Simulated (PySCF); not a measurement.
Simulated C 1s region for `C#C[C@H](C)F`, binding energy against the vacuum level.

Every computed line was given a Gaussian of 0.6 eV full width at half maximum and an area set by the number of equivalent atoms; the highest printed point is 100. Computed with delta-SCF UKS SCAN, pcX-2 on the ionised atom, pcseg-1 elsewhere, spin-free X2C (PySCF 2.14.0).

(binding energy (eV), intensity): (289.9, 0), (290.0, 0), (290.1, 1), (290.2, 3), (290.3, 8), (290.4, 16), (290.5, 28), (290.6, 45), (290.7, 63), (290.8, 81), (290.9, 94), (291.0, 100), (291.1, 97), (291.2, 85), (291.3, 67), (291.4, 46), (291.5, 28), (291.6, 15), (291.7, 7), (291.8, 3), (291.9, 1), (292.0, 0), (292.1, 0), (292.2, 0), (292.3, 0), (292.4, 0), (292.5, 0), (292.6, 0), (292.7, 0), (292.8, 0), (292.9, 0), (293.0, 0), (293.1, 0), (293.2, 0), (293.3, 1), (293.4, 3), (293.5, 7), (293.6, 14), (293.7, 23), (293.8, 33), (293.9, 40), (294.0, 41), (294.1, 36), (294.2, 28), (294.3, 18), (294.4, 10), (294.5, 5), (294.6, 2), (294.7, 1), (294.8, 0)

**Question.** How many maxima does the curve show, and how many computed lines lie under it?

**Answer.** The curve has 2 maxima (at 291.0 and 294.0 eV). Under it lie 4 lines from 4 inequivalent carbon sites. At this width some lines have no maximum of their own.

**Question.** Decompose the envelope and assign each component. Numbering: `[CH:1]#[C:2][C@H:3]([CH3:4])[F:5]`.

**Answer.** 
```tsv
position (eV)	relative area	line	atoms	environment
290.78	1	C 1s	C1	terminal alkyne carbon
291.03	1	C 1s	C2	alkyne carbon
291.19	1	C 1s	C4	methyl carbon
293.97	1	C 1s	C3	sp3 C–F carbon
```

**Question.** What are the centre and the root-mean-square width of the whole band?

**Answer.** The area-weighted mean of the lines is 291.74 eV. Their own spread about it is 1.29 eV (rms) and each Gaussian has σ = 0.6/2.355 = 0.25 eV; the variances add, which gives 1.32 eV.

Lowest listed C 1s: C1, bonded to C (triple bond) and H. Highest, 3.19 eV above it: C3, bonded to F, 2 C and H. The widest gap between neighbouring values is 2.78 eV, between 291.19 and 293.97 eV. Summing the Pauling electronegativity differences to the bonded atoms, each weighted by its formal bond order, gives -0.35 for the lowest site and +1.08 for the highest; no listed site has a larger sum than the highest. The smallest sum, -1.05, belongs to C4, 0.41 eV above the lowest.

The curve has no shake-up lines and no vibrational structure. The unrestricted hole states depart most from a pure doublet (⟨S²⟩ = 0.75; over 0.85 named) for C 1s of C2 (0.87), which makes this value less certain. Geometry: PBE0-D3(BJ)/def2-SVP; no solvent, vibrations or thermal averaging.
